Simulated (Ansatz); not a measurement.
Tetradymite Bi₂Te₃, treated with r²SCAN+rVV10 (Ansatz, a quantum-chemistry and plane-wave program, PAW).

Run with plane-wave cutoff 500 eV, 10×10×10 k mesh, Fermi–Dirac smearing 0.05 eV, scalar-relativistic PAW data made under PBE.

Computed at the level's own relaxed cell.

Question: Estimate the equilibrium volume per atom, equilibrium lattice constant a and c axis length that the calculation returns.

Answer: 
- equilibrium volume per atom: 35.00 Å³/atom
- equilibrium lattice constant a: 4.394 Å
- c axis length: 31.391 Å

Measured, for comparison: lattice constant a 4.386 Å, lattice parameter c 30.497 Å (temperature not stated, no zero-point or thermal correction; as tabulated in Luo et al. (2012), arXiv:1308.1523). Computed (rounded) less measured: lattice constant a +0.2 %, lattice parameter c +2.9 %.

Spin–orbit coupling is not included; it can shift volumes and moduli of such heavy elements.

Computed values are for the static lattice.

Cost on a shared machine: around 12 core-minutes (rough).
